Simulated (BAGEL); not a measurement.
**RI-MP2/6-31G(d) (density fitting with cc-pvqz-jkfit, spherical functions) run of C2H6O3S (dimethyl sulfite)**

What is the energy change on altering one bond length of C2H6O3S (dimethyl sulfite) at RI-MP2/6-31G* (density fitting with cc-pvqz-jkfit, spherical functions)? 

The calculation is run with BAGEL 1.2.2.

2 further runs of the same task are left out: 2 set aside as unsound or not needed. Runs told in other sessions of the task aren't counted.

## 1. The molecule

C2H6O3S has 12 atoms, charge 0, and is taken as a singlet. As SMILES, `COS(=O)OC`. The shape is that of a PBE0-D4/def2-TZVP optimisation. This is one conformer, not always the lowest.

Bond lengths: C1–O2 1.424 Å, O2–S3 1.631 Å, S3–O4 1.441 Å, S3–O5 1.613 Å, O5–C6 1.432 Å, C1–H7 1.089 Å, C1–H8 1.093 Å, C1–H9 1.094 Å, C6–H10 1.090 Å, C6–H11 1.092 Å, C6–H12 1.088 Å. Some angles: C1–O2–S3 114.5°, O2–S3–O4 102.7°, O2–S3–O5 99.5°, O4–S3–O5 108.6°, S3–O5–C6 117.3°, O2–C1–H7 106.4°, O2–C1–H8 110.8°, O2–C1–H9 111.3°, O5–C6–H10 110.4°, O5–C6–H11 110.6°.

## 2. The energy at RI-MP2/6-31G(d) (density fitting with cc-pvqz-jkfit, spherical functions)

job.json reads:

```json
{ "bagel" : [

{
  "title" : "molecule",
  "basis" : "6-31gs.json",
  "df_basis" : "cc-pvqz-jkfit",
  "angstrom" : "true",
  "geometry" : [
    { "atom" : "C", "xyz" : [   -1.140150,   -1.448190,    0.686670 ] },
    { "atom" : "O", "xyz" : [   -0.338820,   -1.161560,   -0.455050 ] },
    { "atom" : "S", "xyz" : [    1.199130,   -0.739170,   -0.113760 ] },
    { "atom" : "O", "xyz" : [    1.781070,   -0.580910,   -1.422670 ] },
    { "atom" : "O", "xyz" : [    0.939620,    0.723290,    0.515360 ] },
    { "atom" : "C", "xyz" : [    0.489430,    1.751500,   -0.374670 ] },
    { "atom" : "H", "xyz" : [   -2.002510,   -2.005860,    0.325640 ] },
    { "atom" : "H", "xyz" : [   -1.471570,   -0.526130,    1.170270 ] },
    { "atom" : "H", "xyz" : [   -0.594160,   -2.058900,    1.412250 ] },
    { "atom" : "H", "xyz" : [    1.184730,    1.864290,   -1.206450 ] },
    { "atom" : "H", "xyz" : [   -0.506220,    1.519170,   -0.756880 ] },
    { "atom" : "H", "xyz" : [    0.459460,    2.662460,    0.219290 ] }
  ]
},
{ "title" : "hf" },
{ "title" : "mp2", "ncore" : 10 }

]}
```

The basis set 6-31G* is read from a file made from the Basis Set Exchange's data (not shown).

Run with:

```
$ BAGEL_NUM_THREADS=1 BAGEL job.json > job.out
```

Log:

```text
* using 1 threads per process

  ===============================================================
  ===============================================================

  *** Geometry ***

  { "atom" : "C", "xyz" : [     -2.154571,     -2.736682,      1.297618 ] },
  { "atom" : "O", "xyz" : [     -0.640277,     -2.195030,     -0.859920 ] },
  { "atom" : "S", "xyz" : [      2.266027,     -1.396829,     -0.214975 ] },
  { "atom" : "O", "xyz" : [      3.365735,     -1.097761,     -2.688457 ] },
  { "atom" : "O", "xyz" : [      1.775624,      1.366820,      0.973889 ] },
  { "atom" : "C", "xyz" : [      0.924889,      3.309855,     -0.708024 ] },
  { "atom" : "H", "xyz" : [     -3.784195,     -3.790526,      0.615370 ] },
  { "atom" : "H", "xyz" : [     -2.780864,     -0.994242,      2.211490 ] },
  { "atom" : "H", "xyz" : [     -1.122800,     -3.890757,      2.668766 ] },
  { "atom" : "H", "xyz" : [      2.238815,      3.522998,     -2.279860 ] },
  { "atom" : "H", "xyz" : [     -0.956617,      2.870815,     -1.430296 ] },
  { "atom" : "H", "xyz" : [      0.868254,      5.031320,      0.414398 ] },

  Number of auxiliary basis functions:      984

  Since a DF basis is specified, we compute 2- and 3-index integrals:
    o Being stored without compression. Storage requirement is 0.079 GB

  Number of basis functions:      100
  Number of electrons      :       58

    * METHOD: MOLECULE                             1.51

  *** RHF ***

  === Nuclear Repulsion ===
   353.4320532807

      * DIIS with orbital gradients will be used.

  === RHF iteration (6-31gs.json) ===
      0       -700.90073509          0.02017263           0.40
      1       -701.09168981          0.01405974           0.39
      2       -701.23147719          0.00162214           0.39
      3       -701.23382781          0.00082448           0.39
      4       -701.23443786          0.00013612           0.39
      5       -701.23447625          0.00004351           0.39
      6       -701.23448147          0.00001769           0.39
      7       -701.23448228          0.00000475           0.39
      8       -701.23448233          0.00000169           0.39
      9       -701.23448233          0.00000079           0.39
     10       -701.23448233          0.00000028           0.39
     11       -701.23448233          0.00000012           0.39
     12       -701.23448233          0.00000004           0.39
     13       -701.23448233          0.00000002           0.39
     14       -701.23448233          0.00000001           0.39
    * SCF iteration converged.

    * Permanent dipole moment:
           (    1.016524,    -0.289177,    -1.048241) a.u.

    * METHOD: HF                                   6.48

  *** RHF ***

  === Nuclear Repulsion ===
   353.4320532807

      * DIIS with orbital gradients will be used.

  === RHF iteration (6-31gs.json) ===
      0       -701.23448233          0.00000000           0.38
    * SCF iteration converged.

    * Permanent dipole moment:
           (    1.016524,    -0.289177,    -1.048241) a.u.

  === DF-MP2 calculation ===

    * freezing 10 orbitals
    * 3-index integral transformation done
    * assembly done

      MP2 correlation energy:   -0.9263850720      0.29

      MP2 total energy:       -702.1608674028

    * METHOD: MP2                                  1.10

  ===============================================================
```

It took 9.3 s on 1 thread of Arm Neoverse V2, shared host; peak memory 0.27 GiB.

## 3. The distorted shape at the same level

input.json reads:

```json
{ "bagel" : [

{
  "title" : "molecule",
  "basis" : "6-31gs.json",
  "df_basis" : "cc-pvqz-jkfit",
  "angstrom" : true,
  "geometry" : [
    { "atom" : "C", "xyz" : [      -1.576953,      -0.959609,       0.106191 ] },
    { "atom" : "O", "xyz" : [      -0.775623,      -0.672979,      -1.035529 ] },
    { "atom" : "S", "xyz" : [       0.762327,      -0.250589,      -0.694239 ] },
    { "atom" : "O", "xyz" : [       1.344267,      -0.092329,      -2.003149 ] },
    { "atom" : "O", "xyz" : [       0.502817,       1.211871,      -0.065119 ] },
    { "atom" : "C", "xyz" : [       0.052627,       2.240081,      -0.955149 ] },
    { "atom" : "H", "xyz" : [      -2.439313,      -1.517279,      -0.254839 ] },
    { "atom" : "H", "xyz" : [      -1.908373,      -0.037549,       0.589791 ] },
    { "atom" : "H", "xyz" : [      -0.594160,      -2.058900,       1.412250 ] },
    { "atom" : "H", "xyz" : [       0.747927,       2.352871,      -1.786929 ] },
    { "atom" : "H", "xyz" : [      -0.943023,       2.007751,      -1.337359 ] },
    { "atom" : "H", "xyz" : [       0.022657,       3.151041,      -0.361189 ] }
  ]
},

{
  "title" : "hf"
},

{
  "title" : "mp2",
  "ncore" : 10
}

]}
```

The basis set 6-31G* is read from a file made from the Basis Set Exchange's data (not shown).

Run with:

```
$ BAGEL_NUM_THREADS=1 BAGEL input.json > input.out
```

Log:

```text
* using 1 threads per process

  ===============================================================
  ===============================================================

  *** Geometry ***

  { "atom" : "C", "xyz" : [     -2.980009,     -1.813398,      0.200672 ] },
  { "atom" : "O", "xyz" : [     -1.465715,     -1.271746,     -1.956866 ] },
  { "atom" : "S", "xyz" : [      1.440589,     -0.473545,     -1.311922 ] },
  { "atom" : "O", "xyz" : [      2.540296,     -0.174477,     -3.785403 ] },
  { "atom" : "O", "xyz" : [      0.950186,      2.290104,     -0.123057 ] },
  { "atom" : "C", "xyz" : [      0.099451,      4.233140,     -1.804970 ] },
  { "atom" : "H", "xyz" : [     -4.609634,     -2.867242,     -0.481576 ] },
  { "atom" : "H", "xyz" : [     -3.606302,     -0.070957,      1.114543 ] },
  { "atom" : "H", "xyz" : [     -1.122800,     -3.890757,      2.668766 ] },
  { "atom" : "H", "xyz" : [      1.413377,      4.446282,     -3.376806 ] },
  { "atom" : "H", "xyz" : [     -1.782055,      3.794100,     -2.527242 ] },
  { "atom" : "H", "xyz" : [      0.042816,      5.954605,     -0.682548 ] },

  Number of auxiliary basis functions:      984

  Since a DF basis is specified, we compute 2- and 3-index integrals:
    o Being stored without compression. Storage requirement is 0.079 GB

  Number of basis functions:      100
  Number of electrons      :       58

    * METHOD: MOLECULE                             1.53

  *** RHF ***

  === Nuclear Repulsion ===
   350.6584508871

      * DIIS with orbital gradients will be used.

  === RHF iteration (6-31gs.json) ===
      0       -700.75246668          0.02010541           0.40
      1       -700.94281044          0.01421390           0.39
      2       -701.08637224          0.00163899           0.39
      3       -701.08903723          0.00083215           0.39
      4       -701.08966891          0.00016005           0.40
      5       -701.08972054          0.00004804           0.39
      6       -701.08972648          0.00001748           0.40
      7       -701.08972703          0.00000725           0.39
      8       -701.08972710          0.00000238           0.40
      9       -701.08972711          0.00000108           0.39
     10       -701.08972711          0.00000046           0.39
     11       -701.08972711          0.00000020           0.39
     12       -701.08972711          0.00000008           0.39
     13       -701.08972711          0.00000004           0.39
     14       -701.08972711          0.00000002           0.39
     15       -701.08972711          0.00000001           0.39
    * SCF iteration converged.

    * Permanent dipole moment:
           (    1.136806,    -0.627217,    -0.674457) a.u.

    * METHOD: HF                                   6.96

  *** RHF ***

  === Nuclear Repulsion ===
   350.6584508871

      * DIIS with orbital gradients will be used.

  === RHF iteration (6-31gs.json) ===
      0       -701.08972711          0.00000001           0.39
    * SCF iteration converged.

    * Permanent dipole moment:
           (    1.136807,    -0.627217,    -0.674457) a.u.

  === DF-MP2 calculation ===

    * freezing 10 orbitals
    * 3-index integral transformation done
    * assembly done

      MP2 correlation energy:   -0.9452760669      0.29

      MP2 total energy:       -702.0350031771

    * METHOD: MP2                                  1.11

  ===============================================================
```

Wall time 9.9 s (1 thread of Arm Neoverse V2, shared host); peak memory 0.27 GiB.

## 4. What came out

At RI-MP2/6-31G* (density fitting with cc-pvqz-jkfit, spherical functions), 10 core orbitals frozen:

| quantity | value |
| --- | --- |
| first shape: total energy | -702.16087 Eh |
| first shape: correlation energy (10 core orbitals frozen) | -926.4 mEh |
| distorted shape: total energy | -702.03500 Eh |
| distorted shape: correlation energy (10 core orbitals frozen) | -945.3 mEh |
| energy change with the C1–H9 bond stretched from 1.094 to 1.970 Å | 3.425 eV |

**Reading.** One bond (distorted shape) is far stretched, which a spin-restricted single reference describes badly; perturbation theory on it can break down and give far too much correlation. With the C1–H9 bond stretched from 1.094 to 1.970 Å the energy rises by 3.42 eV (330 kJ/mol). The first shape isn't relaxed at this level, so the change isn't measured from a minimum. A restricted reference can't describe the breaking bond well at this length.
